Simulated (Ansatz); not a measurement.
# ClH3O: the cost of one run

Computed with Ansatz 0.2.0, Gaussian basis. Level: RKS PBE-D4/def2-SVP.

Levels: PBE-D4, revPBE-D4, BLYP-D4, r2SCAN-D4, B97M-V, PBE0-D4, B3LYP-D4, HSE06-D4, wB97X-V, wB97M-V, B2PLYP, Hartree-Fock, MP2, CCSD, CCSD(T). The reference is CCSD(T) extrapolated to the basis limit.

Cores are frozen in the correlated methods. B3LYP uses VWN-RPA correlation. B2PLYP carries no dispersion term here.

176 further runs of the same task are left out: 176 set aside as unsound or not needed.

## Step 1: Where the work starts

The pair, from a GFN2-xTB docking trial: 5 atoms, charge 0, spin multiplicity 1.

Atoms are counted from 1 here; the program's logs count them from 0.

Bond lengths: O1–H2 0.961 Å, O1–H3 0.962 Å, Cl4–H5 1.304 Å. Angles: H2–O1–H3 107.4°.

As a file:

```xyz
5
ClH3O
O     0.3200    0.1490   -0.8034
H     0.2637   -0.7500   -1.1393
H    -0.4532    0.6243   -1.1213
Cl   -0.2589   -0.0872    2.1501
H     0.1284    0.0638    0.9140
```

Atoms 1 to 3 are fragment A (H2O), the rest fragment B (HCl).

## Step 2: A first relaxation in a small basis

Contents of pre/in.yaml:

```yaml
crystal:
  periodic: [false, false, false]
  atoms:
    - {symbol: O, position_ang: [0.320000, 0.149000, -0.803400]}
    - {symbol: H, position_ang: [0.263700, -0.750000, -1.139300]}
    - {symbol: H, position_ang: [-0.453200, 0.624300, -1.121300]}
    - {symbol: Cl, position_ang: [-0.258900, -0.087200, 2.150100]}
    - {symbol: H, position_ang: [0.128400, 0.063800, 0.914000]}
basis:
  gaussian: {orbitals: def2-SVP}
hamiltonian: {xc: pbe, dispersion: d4}
relax: {f_tol: 0.03, max_steps: 250}
```

Command:

```
ansatz run in.yaml --threads 2 --pin off --events-out ev --progress --plain --max-ram 5222MiB
```

**Question.** How long does this run take on 2 threads of Intel Xeon Platinum 8175M at 2.50GHz, shared host?

About 2.1 s.
